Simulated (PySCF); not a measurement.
Species: ClH₃Si.
Numbering: `[SiH3:1][Cl:2]` (hydrogens: H3, H4, H5 on Si1)

Structure used (PBE0-D3(BJ)/def2-TZVP), in Å, numbered top down from 1:
```
atom  x, y, z in Å
Si1    0.8439    0.6854   -0.3205
Cl2    2.8929    0.6224   -0.2005
H3     0.4016   -0.3023   -1.3311
H4     0.4393    2.0520   -0.7220
H5     0.2851    0.3502    1.0090
```

All values: wB97X-D/pcSseg-2 (PySCF, non-relativistic), on one gas-phase PBE0-D3(BJ)/def2-TZVP geometry that isn't relaxed in the solvent. The solvent is an IEF-PCM continuum (Bondi radii, 1.10 Å for H, scaled by 1.2). Only the electrostatic response of the medium enters.

Gas phase at wB97X-D/pcSseg-2: HOMO -10.95 eV, LUMO 1.56 eV, dipole 1.52 D.

Q: What does the continuum do to the energy, the frontier levels and the dipole at wB97X-D/pcSseg-2 in chloroform?

A: 
```csv
solvent,ε,E(solvent) − E(gas) (kcal/mol),polarisation term (kcal/mol),distortion of the solute (kcal/mol),HOMO (eV),LUMO (eV),dipole (D)
chloroform,4.711,-0.76,-0.86,0.10,-10.93,1.69,1.81
```

The polarisation term is half the interaction of the solute with the surface charges that it induces; the rest is the cost of distorting the solute's density. The sum is the electrostatic part of solvation alone.

Q: Which radius a makes the point-dipole formula ΔE = −[(ε − 1)/(2ε + 1)]·μ²/a³ give the value in chloroform, with the gas-phase dipole?

A: μ = 0.599 au and |ΔE| = 0.00121 Eh give a = 2.50 Å; the farthest nucleus lies 1.92 Å from the centroid of the nuclei. The formula assumes a rigid point dipole at the centre of a sphere.

Q: Give the dipole vector in the frame of the coordinates (D, pointing from negative to positive charge), gas and chloroform.

A: Gas (-1.52, 0.05, -0.09), solvent (-1.80, 0.05, -0.11). Its length changes by +19 % and its direction by less than 1°.

The run took 4.5 s wall on one thread of an Arm Neoverse V1, shared host with 32 logical CPUs at a one-minute load of 9.2, and the process peaked at 0.47 GiB of memory. This is the whole shielding run at wB97X-D/pcSseg-2 in chloroform, SCF included.

The pairwise dispersion term of wB97X-D wasn't added to the energies; at a given geometry it leaves orbitals and properties as they are.
